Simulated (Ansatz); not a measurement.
## How well does each level of theory give the enthalpy of formation of 1T (CdI2-type) SnS2?

Reference value: -0.53 eV/atom (measured, 298 K, not corrected to a static lattice; as tabulated in Zhang et al. (2018), doi:10.1038/s41524-018-0065-z).

```csv
level (code),value (eV/atom)
LDA (Ansatz),-0.428
PBE (Ansatz),(withheld)
PBEsol (Ansatz),-0.423
PBE-D3(BJ) (Ansatz),-0.446
PBE-D4 (Ansatz),-0.449
rVV10 (Ansatz),(withheld)
```

Q: Fill in the missing entries.

A: 
- PBE (Ansatz, a first-principles code), value (eV/atom): -0.399
- rVV10 (Ansatz), value (eV/atom): -0.412

Differences against the reference: LDA +0.102 eV/atom, PBE +0.131 eV/atom, PBEsol +0.107 eV/atom, PBE-D3(BJ) +0.084 eV/atom, PBE-D4 +0.081 eV/atom, rVV10 +0.118 eV/atom.

Nearest, and alike: PBE-D4 (+0.081 eV/atom), PBE-D3(BJ) (+0.084 eV/atom). PBE (+0.131 eV/atom) misses by most. Within 0.2 eV/atom: LDA, PBE, PBEsol, PBE-D3(BJ), PBE-D4, rVV10. All 6 levels lie above the reference.

The reference has no zero-point or thermal correction, while the calculations are for a static lattice, so the differences are not the levels' errors alone.  Density-functional levels without +SOC have no spin–orbit coupling, which shifts binding energies of heavy elements. LDA, PBE, PBEsol: the cell comes from a level without a dispersion term, which matters for the spacing of layers, chains or molecules. Each level is taken at its own relaxed cell. Ansatz's density-functional and Hartree–Fock values are scalar-relativistic unless marked +SOC, with PAW data made under PBE.

Differences are worked out from the printed values.
